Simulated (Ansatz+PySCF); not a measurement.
The numbers below are computed, except where a source is named.
A run of Ansatz (development build ahead of 0.2.0) on doublet NH₃(+) at this shape:

```tsv
atom	x (Å)	y (Å)	z (Å)
N	0.0000	0.0000	0.0000
H	0.0000	-1.0254	-0.0141
H	0.0000	0.5005	0.8951
H	0.0000	0.5249	-0.8810
```

Its results:

```json
{
 "Converged": "yes",
 "Reference energy": "-55.89753 hartree",
 "Correlation energy": "-0.18464 hartree",
 "Total energy": "-56.08217 hartree",
 "Spin squared of the determinant": "0.750",
 "Stability test": "minimum among restricted orbitals",
 "Occupied orbitals by symmetry in an Abelian subgroup (alpha; beta)": "3 A1 1 B1 1 B2; 3 A1 1 B2"
}
```

Forces (eV/Å):
```csv
atom,Fx,Fy,Fz
N1,0.000,0.000,0.000
H2,0.000,0.264,0.004
H3,0.000,-0.129,-0.231
H4,0.000,-0.135,0.227
```

(1) Which input gives this output? Name the method, the orbitals and the basis set, and write the input.

## Answers

(1) ROHF-MP2 in cc-pVTZ.

```yaml
crystal:
  periodic: [false, false, false]
  atoms:
    - { symbol: "N", position_ang: [0.0, 0.0, 0.0] }
    - { symbol: H, position_ang: [0.0, -1.02543, -0.01412] }
    - { symbol: H, position_ang: [0.0, 0.50049, 0.89511] }
    - { symbol: H, position_ang: [0.0, 0.52494, -0.88099] }
basis:
  gaussian: { orbitals: cc-pVTZ }
total_charge: 1
magnetization:
  initial_magnetization: 1
hamiltonian:
  xc: hf
correlation:
  method: mp2
  frozen_orbitals: { H: 0, "N": 1 }
output:
  forces: true
```
